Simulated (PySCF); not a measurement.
# Curvature of the energy in the electron number along the second row

Calculated with PySCF 2.14, in def2-TZVP, non-relativistic: one orbital is emptied in steps, and each cell gives the departure of E from the straight line at half an electron, in eV (from a cubic fit). The exact functional gives zero.

```tsv
species	orbital	LDA	PBE	r2SCAN	PBE0	BHandHLYP	LC-wPBE	wB97X	UHF
B	2p alpha	-1.18	-1.16	-1.05	-0.83	-0.52	-0.14	-0.20	0.14
C	2p alpha	-1.44	-1.40	-1.28	-0.98	-0.58	-0.26	-0.32	0.26
N	2p alpha	-1.70	-1.65	-1.48	-1.14	-0.64	-0.42	-0.48	0.37
O	2p beta	-1.69	-1.66	-1.45	-1.11	-0.62	-0.39	-0.45	0.46
F	2p beta	-1.96	-1.88	-1.68	-1.25	-0.65	-0.57	-0.59	0.62
Ne	2p beta	-2.23	-2.13	-1.86	-1.40	-0.69	-0.78	-0.76	0.77
```

Problem. How does the mean departure depend on the functional?

Solution. LDA -1.70 eV; PBE -1.65 eV; r2SCAN -1.47 eV; PBE0 -1.12 eV; BHandHLYP -0.62 eV; LC-wPBE -0.43 eV; wB97X -0.47 eV; UHF 0.44 eV. Semilocal functionals are convex (delocalisation error), Hartree-Fock is concave or straight, and exact exchange removes curvature roughly in proportion to its share, so among the functionals the range-separated hybrids usually come closest to zero.
